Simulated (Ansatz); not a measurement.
We consider spinel ZnSc₂S₄ (cell taken from a computed entry), described by PBEsol (Ansatz, a quantum-chemistry and plane-wave program, plane waves, PAW).

Settings: plane-wave cutoff 520 eV, 6×6×6 k mesh, Fermi–Dirac smearing 0.01 eV, scalar-relativistic PAW data made under PBE.

Cell (relaxed with PBEsol):

```cif
data_S32Sc16Zn8
_chemical_formula_sum 'Sc16 Zn8 S32'
_space_group_name_H-M_alt 'Fd-3m :1'
_space_group_IT_number 227
_space_group_name_Hall 'F 4d 2 3 -1d'
_cell_length_a 10.39402
_cell_length_b 10.39402
_cell_length_c 10.39402
_cell_angle_alpha 90.000
_cell_angle_beta 90.000
_cell_angle_gamma 90.000
loop_
_atom_site_label
_atom_site_type_symbol
_atom_site_symmetry_multiplicity
_atom_site_Wyckoff_symbol
_atom_site_fract_x
_atom_site_fract_y
_atom_site_fract_z
_atom_site_occupancy
Sc1 Sc 16 d 0.62500 0.62500 0.62500 1
Zn1 Zn 8 a 0.00000 0.00000 0.00000 1
S1 S 32 e 0.37943 0.37943 0.37943 1
```
(The calculation used a cell of 14 atoms; values per cell refer to that cell.)

What does this level give for the band gap?


band gap: 0.39 eV (direct)

The computed numbers hold no vibrational or temperature effects.

It cost about 50 core-seconds (a rough figure) of CPU time.
